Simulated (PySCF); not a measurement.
# PH3S (SMILES [PH3]=S) at BCCD(T)/STO-6G

Aim: the energy change on altering one bond length of PH3S at BCCD(T)/STO-6G, from 2 runs. Input form: a Python script.

The calculation is run with PySCF 2.14.0.

11 further runs of the same task are left out: 1 that didn't finish, 10 set aside as unsound or not needed.

### 1 The structure to begin with

PH3S: 5 atoms, total charge 0, spin state singlet. As SMILES, `[PH3]=S`. The shape is that of a GFN2-xTB optimisation.

Bond lengths: P1–S2 1.914 Å, P1–H3 1.394 Å, P1–H4 1.394 Å, P1–H5 1.394 Å. Angles: S2–P1–H3 118.2°, S2–P1–H4 118.2°, S2–P1–H5 118.2°, H3–P1–H4 99.6°, H3–P1–H5 99.4°, H4–P1–H5 99.4°.

### 2 A single-point energy at BCCD(T)/STO-6G

File run.py:

```python
from pyscf import gto, cc
from pyscf.cc.bccd import bccd_kernel_

system = gto.M(
    atom='''
P    0.007920  -0.006600   0.007660
S    1.261690  -0.941140   1.111260
H   -1.166840   0.461930   0.594540
H   -0.532470  -0.676580  -1.089190
H    0.429710   1.162380  -0.624270
''',
    basis='sto-6g',
    max_memory=1860,
    verbose=3,
)

myscf = system.RHF()
myscf.conv_tol = 1e-10
myscf.kernel()
if not myscf.converged:
    myscf = myscf.newton().run(myscf.mo_coeff, myscf.mo_occ)

mycc = cc.CCSD(myscf, frozen=10).run()
mycc = bccd_kernel_(mycc, diis=True)
e_t = mycc.ccsd_t()
e_tot = mycc.e_tot + e_t
print('E = %.10f Eh' % e_tot)
```

Command:

```sh
$ OMP_NUM_THREADS=1 python run.py
```

The program printed:

```text
converged SCF energy = -737.357733220814
E(CCSD) = -737.4427535306377  E_corr = -0.08502030982406422
BCCD loop starts.

[... 20 lines left out ...]
CCSD converged
[... 22 lines left out ...]
CCSD converged
[... 21 lines left out ...]
CCSD converged
[... 3 lines left out ...]
******** <class 'pyscf.cc.ccsd.CCSD'> ********
CC2 = 0
CCSD nocc = 7, nmo = 11
frozen orbitals 10
max_cycle = 50
direct = 0
conv_tol = 1e-07
conv_tol_normt = 1e-05
diis_space = 6
diis_start_cycle = 0
diis_start_energy_diff = 1e+09
Init E_corr(CCSD) = -0.0870276798841736
cycle = 1  E_corr(CCSD) = -0.0870275975167288  dE = 8.23674448e-08  norm(t1,t2) = 9.32489e-06
CCSD converged
E(CCSD) = -737.4422853153094  E_corr = -0.08702759751672881
BCC iter:    3  E:    -737.442285315309  dE:    1.874e-08  |t1|:    1.689e-06
CCSD(T) correction = -0.00233742277676453
E = -737.4446227381 Eh
```

It took 1.2 s on 1 thread of Arm Neoverse V2, shared host; peak memory 0.12 GiB.

### 3 The distorted shape at the same level

File calc.py:

```python
from pyscf import gto, cc
from pyscf.cc.bccd import bccd_kernel_

mol = gto.M(
    atom='''
P     -0.941509    -2.663318     1.447475
S      1.427773    -4.429342     3.532977
H     -3.161483    -1.777924     2.556518
H     -1.962698    -3.929396    -0.625271
H      0.812034     2.196580    -1.179699
''',
    verbose=4,
    unit='bohr',
    charge=0,
    max_memory=1860,
    basis='sto-6g',
)

mf = mol.RHF()
mf.conv_tol = 1e-10
mf.kernel()
if not mf.converged:
    mf = mf.newton().run(mf.mo_coeff, mf.mo_occ)

mycc = cc.CCSD(mf, frozen=10).run()
mycc = bccd_kernel_(mycc, diis=True)
e_t = mycc.ccsd_t()
energy = mycc.e_tot + e_t
print('E(%s) = %.9f' % ('BCCD(T)', energy))
```

Command:

```sh
$ OMP_NUM_THREADS=1 python calc.py
```

The program printed:

```text
PySCF version 2.14.0

[... 61 lines left out ...]
converged SCF energy = -737.094181636698
[... 12 lines left out ...]
Init t2, MP2 energy = -737.287121233309  E_corr(MP2) -0.192939596610222
[... 15 lines left out ...]
CCSD converged
[... 31 lines left out ...]
CCSD converged
[... 30 lines left out ...]
CCSD converged
[... 26 lines left out ...]
CCSD converged
[... 24 lines left out ...]
CCSD converged
[... 3 lines left out ...]
******** <class 'pyscf.cc.ccsd.CCSD'> ********
CC2 = 0
CCSD nocc = 7, nmo = 11
frozen orbitals 10
max_cycle = 50
direct = 0
conv_tol = 1e-07
conv_tol_normt = 1e-05
diis_space = 6
diis_start_cycle = 0
diis_start_energy_diff = 1e+09
Init E_corr(CCSD) = -0.265919183795817
cycle = 1  E_corr(CCSD) = -0.265930247878034  dE = -1.10640822e-05  norm(t1,t2) = 0.000248016
cycle = 2  E_corr(CCSD) = -0.265910484615617  dE = 1.97632624e-05  norm(t1,t2) = 0.000433921
cycle = 3  E_corr(CCSD) = -0.26592152983842  dE = -1.10452228e-05  norm(t1,t2) = 0.000803767
cycle = 4  E_corr(CCSD) = -0.265922391066913  dE = -8.61228493e-07  norm(t1,t2) = 5.13535e-06
cycle = 5  E_corr(CCSD) = -0.265922074804002  dE = 3.16262911e-07  norm(t1,t2) = 2.46052e-06
cycle = 6  E_corr(CCSD) = -0.265922115424934  dE = -4.06209318e-08  norm(t1,t2) = 7.61193e-07
CCSD converged
E(CCSD) = -737.344829785917  E_corr = -0.2659221154249339
BCC iter:    4  E:    -737.344829785917  dE:   -1.328e-06  |t1|:    5.291e-06
CCSD(T) correction = -0.0135526585804324
E(BCCD(T)) = -737.358382444
```

Wall time 1.2 s (1 thread of Arm Neoverse V2, shared host); peak memory 0.12 GiB.

### 4 Outcome

Level: BCCD(T)/STO-6G, 10 core orbitals frozen.

```
                                                         quantity          value
                                        first shape: total energy  -737.44462 Eh
        first shape: correlation energy (10 core orbitals frozen)      -86.9 mEh
                                      first shape: (T) correction      -2.34 mEh
                                    distorted shape: total energy  -737.35838 Eh
    distorted shape: correlation energy (10 core orbitals frozen)     -264.2 mEh
                                  distorted shape: (T) correction     -13.55 mEh
energy change with the P1–H5 bond stretched from 1.394 to 3.067 Å       2.347 eV
```

What this shows: With the P1–H5 bond stretched from 1.394 to 3.067 Å the energy rises by 2.35 eV (226 kJ/mol). The first shape isn't relaxed at this level, so the change isn't measured from a minimum. A restricted reference can't describe the breaking bond well at this length. The minimal basis adds a large error of its own. The triples (first shape) make up 2.7 % of the correlation energy. The triples (distorted shape) make up 5.1 % of the correlation energy.
